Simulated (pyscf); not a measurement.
PySCF, gas phase, ωB97X-D3(BJ)/def2-SVP geometries.

Question: For the elementary gas-phase step F–Mo(F)(F)(F)=S + SiH₄ → F–MoH(F)(F)(F)–S–SiH₃ (singlet surface; H–Si broken, S–Si, H–Mo formed), what barrier and reaction energy does ωB97M-D3(BJ)/def2-TZVP give, measured from the separated reactants?

Answer: ΔE‡ = 39.0 kcal/mol, ΔE = +15.1 kcal/mol. Zero-point energy shifts the barrier by +2.3 kcal/mol. It is an addition across a multiple bond or ene-type step, with an imaginary mode of 343i cm⁻¹. This is the saddle that the search found; another between the same sides may lie lower. Elements past Kr carry the def2 core potentials, without spin-orbit coupling.
